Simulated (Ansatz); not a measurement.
# AlH3− (doublet): wave-function methods side by side at a displaced geometry (v2), aug-cc-pVDZ

How much of the correlation energy of AlH3− (doublet) does each wave-function method recover here?

Computed with Ansatz 0.2.0, Gaussian basis. Level: aug-cc-pVDZ, core rule «outside noble gas», up to 5 orbitals frozen.

The runs, in order: UHF; CCSD(T) on ROHF; CCSD(T) on UHF; BCCD(T) on ROHF; CISD; CCSDT(Q) on ROHF; CCSDT(Q) on UHF; CASSCF and MRCISD+Q, 7 electrons in 7 orbitals; CASSCF and NEVPT4(SD), 7 electrons in 7 orbitals; CASSCF and NEVPT2, 7 electrons in 7 orbitals.

20 further runs of the same task are left out: 3 for a known fault of the program, 5 that didn't finish, 12 set aside as unsound or not needed.

### 1 The system

The geometry is a PBE0/def2-TZVPD stationary point (not a proven minimum) with its atoms shifted at random (size 0.100 Å).

4 atoms, charge -1, spin multiplicity 2.

Atoms are counted from 1 here; the program's logs count them from 0.

Bond lengths: Al1–H2 1.488 Å, Al1–H3 1.666 Å, Al1–H4 1.715 Å. Angles: H2–Al1–H3 112.2°, H2–Al1–H4 109.2°, H3–Al1–H4 109.4°.

Geometry (Å):

```
atom     x (Å)     y (Å)     z (Å)
 Al1   0.00877   0.00308  -0.05216
  H2   1.40296   0.02431   0.46753
  H3  -0.87049   1.32527   0.45223
  H4  -0.76710  -1.43192   0.47659
```

### 2 UHF

Input file in.yaml:

```yaml
crystal:
  periodic: [false, false, false]
  atoms:
    - {symbol: Al, position_ang: [0.008765, 0.003076, -0.052163]}
    - {symbol: H, position_ang: [1.402964, 0.024308, 0.467529]}
    - {symbol: H, position_ang: [-0.870491, 1.325270, 0.452230]}
    - {symbol: H, position_ang: [-0.767100, -1.431919, 0.476587]}
basis:
  gaussian: {orbitals: aug-cc-pVDZ}
total_charge: -1
magnetization: {spin_polarized: true, initial_magnetization: 1}
hamiltonian: {xc: hf}
output: {orbitals: {seedname: orbitals}}
```

The run is started by

```console
> ansatz run in.yaml --threads 1 --pin off --events-out ev --progress --plain --max-ram 2393MiB
```

After this run come: CCSD(T) on ROHF; CCSD(T) on UHF; BCCD(T) on ROHF; CISD; CCSDT(Q) on ROHF; CCSDT(Q) on UHF; CASSCF and MRCISD+Q, 7 electrons in 7 orbitals; CASSCF and NEVPT4(SD), 7 electrons in 7 orbitals; CASSCF and NEVPT2, 7 electrons in 7 orbitals.

Before running them: what should the planned runs give, taken together? Wanted: UCCSDT(Q) below the RHF energy; RMP2 from UCCSDT(Q); UMP2 from UCCSDT(Q); RCCSD from UCCSDT(Q); RCCSD(T) from UCCSDT(Q); UCCSD(T) from UCCSDT(Q); RCCSDT(Q) from UCCSDT(Q); NEVPT2 valence from UCCSDT(Q); NEVPT4(SD) valence from UCCSDT(Q).

The runs gave:

```
                         quantity                                                                     value
   UCCSDT(Q) below the RHF energy                                                                -3.3376 eV
              RMP2 from UCCSDT(Q)                                                                +845.6 meV
              UMP2 from UCCSDT(Q)                                                                +840.8 meV
             RCCSD from UCCSDT(Q)                                                                 +84.0 meV
          RCCSD(T) from UCCSDT(Q)                                                                 +21.6 meV
          UCCSD(T) from UCCSDT(Q)                                                                 +21.4 meV
         RCCSDT(Q) from UCCSDT(Q)                                                                  +0.2 meV
    NEVPT2 valence from UCCSDT(Q)                                                                +844.6 meV
NEVPT4(SD) valence from UCCSDT(Q)                                                                +160.3 meV
  MRCISD+Q valence from UCCSDT(Q)                                                                  +0.2 meV
levels within 1 kcal/mol (43 meV)  RCCSD(T), UCCSD(T), BCCD(T), RCCSDT, UCCSDT, RCCSDT(Q), MRCISD+Q valence
                    T1 diagnostic                                                                     0.021
   effectively unpaired electrons                                                                      1.01
```

In words: RCCSD(T) lands +21.6 meV from the yardstick (0.6 % of the correlation energy). One determinant dominates. Of the multireference levels listed MRCISD+Q valence comes nearest in total energy (+0.2 meV), which doesn't show that its space is the better one. These misses are within one basis, not against nature; the frozen cores of restricted and unrestricted runs differ, which can shift their rows.
